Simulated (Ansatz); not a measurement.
This geometry of H3S2Si (6 atoms, charge -1, multiplicity 1) is a first-order saddle point.

Level of theory: RKS B3LYP/def2-SVP (Ansatz).

```xyz
6
Properties=species:S:1:pos:R:3
S -2.272 0.868 -0.118
Si -0.464 -0.020 -0.359
S 0.759 -0.446 1.519
H -0.461 -1.390 -1.009
H 0.608 0.718 -1.144
H 1.831 0.270 1.110
```

(1) Which two structures does it join? (They come from a converged band through this point; their orientation in space is the band's.)

(2) How far does it lie above each of them?

Results:

(1) No bond is made or broken. The dihedral S1–Si2–S3–H6 goes from 179 to -32°.

First end point:

```xyz
6
Properties=species:S:1:pos:R:3
S -2.419 0.526 -0.148
Si -0.456 0.063 -0.358
S 0.682 0.032 1.594
H -0.097 -1.295 -0.937
H 0.411 0.986 -1.199
H 1.879 -0.311 1.050
```

Last end point:

```xyz
6
Properties=species:S:1:pos:R:3
S -2.046 0.736 0.125
Si -0.284 -0.064 -0.497
S 1.237 -0.516 1.116
H -0.274 -1.435 -1.149
H 0.523 0.758 -1.485
H 0.844 0.522 1.890
```

(2) 0.035 eV above the first and 0.091 eV above the second. This is the barrier of this one path; another mechanism may lie lower. Limits of this set-up: an anion without diffuse functions, the dipole of an ion depends on the origin.

Time of the run: 46 s on 1 thread of AMD EPYC 9R45 96-Core Processor (Zen 5), with other jobs on the host, peak memory 0.15 GiB.
